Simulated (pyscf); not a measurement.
Structures and frequencies: ωB97X-D3(BJ)/def2-SVP in PySCF.

### Question
What is the homolytic dissociation enthalpy (298 K, ωB97M-D3(BJ)/def2-TZVP) of the O–Ta bond of HO–TaH(Cl)(Cl)–Cl, to OH• + [Cl–TaH(Cl)–Cl]•?

### Answer
O–Ta to OH• + [Cl–TaH(Cl)–Cl]•: 103.3 kcal/mol. The 7 functionals that were run give +101.7 (M06-2X) to +110.7 kcal/mol (PBE). The radicals are drawn with the spin at the cut bond; how far it spreads was not checked. Left out: the spin-orbit lowering of OH. Open-shell species with a d-block atom are single-reference here; other states, and whether the spin sits on metal or ligand, were not checked. Elements past Kr carry the def2 core potentials, without spin-orbit coupling.
